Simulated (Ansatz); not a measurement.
**SiF+ (triplet): wB97M-V, B2PLYP over a scan of the distance Si1–F2, 6-31G**

How well do these functionals follow the top wave-function level for SiF+ (triplet) over a scan of the distance Si1–F2?

Method: 6-31G, all electrons in the functionals, frozen cores in the correlation of double hybrids and RPA; program: Ansatz 0.2.0, Gaussian basis.

Plan: wB97M-V, B2PLYP, at 1.221 Å; 1.384 Å; 1.555 Å; 1.746 Å; 1.912 Å; 2.163 Å; 2.485 Å; 2.926 Å; 3.448 Å; 4.128 Å; 5.350 Å.

29 further runs of the same task are left out: 9 for a known fault of the program, 14 that didn't finish, 6 set aside as unsound or not needed.

### Step 1. The geometry

The geometry derives from a PBE0/def2-TZVP stationary point (not a proven minimum). One bond is set to the value named and the two fragments are kept rigid.

2 atoms, charge 1, spin multiplicity 3.

Atoms are counted from 1 here; the program's logs count them from 0.

Bond lengths: Si1–F2 1.555 Å.

No dispersion term is added; wB97M-V holds VV10 nonlocal correlation.

The geometry shown and the zero of energy belong to the point 1.555 Å. The yardstick, FCI, and other wave-function levels (R restricted, U unrestricted, valence and pair active spaces) come from earlier runs.

### Step 2. wB97M-V, 1.221 Å

The input, in.yaml:

```yaml
crystal:
  periodic: [false, false, false]
  atoms:
    - {symbol: Si, position_ang: [0.000000, 0.000000, 0.000000]}
    - {symbol: F, position_ang: [0.000000, 0.000000, 1.221000]}
basis:
  gaussian: {orbitals: 6-31G}
total_charge: 1
magnetization: {spin_polarized: true, initial_magnetization: 2}
hamiltonian: {xc: {name: wB97M-V}}
output: {orbitals: {seedname: orbitals}}
```

Launch:

```
$ ansatz run in.yaml --threads 1 --pin off --events-out ev --progress --plain --max-ram 2393MiB
```

The runs that follow: wB97M-V, 1.384 Å; wB97M-V, 1.555 Å; wB97M-V, 1.746 Å; wB97M-V, 1.912 Å; wB97M-V, 2.163 Å; wB97M-V, 2.485 Å; wB97M-V, 2.926 Å; wB97M-V, 3.448 Å; wB97M-V, 4.128 Å; wB97M-V, 5.350 Å; B2PLYP, 1.221 Å; B2PLYP, 1.384 Å; B2PLYP, 1.555 Å; B2PLYP, 1.746 Å; B2PLYP, 1.912 Å; B2PLYP, 2.163 Å; B2PLYP, 2.485 Å; B2PLYP, 2.926 Å; B2PLYP, 3.448 Å; B2PLYP, 4.128 Å; B2PLYP, 5.350 Å.

Before running them: what should the planned runs give, taken together? Wanted: span of the FCI curve; largest miss, wB97M-V; largest miss, B2PLYP.

The runs gave:

```
             quantity                    value
span of the FCI curve           181.5 kcal/mol
largest miss, wB97M-V  +4.1 kcal/mol (5.350 Å)
 largest miss, B2PLYP  +5.9 kcal/mol (5.350 Å)
```

**Reading.** Of the functionals, wB97M-V keep the smallest largest miss at the points compared (at most 4.1 kcal/mol) and B2PLYP strays most (5.9 kcal/mol, at 5.350 Å). Functionals and the yardstick converge differently with the basis, so part of each miss in 6-31G is the basis.
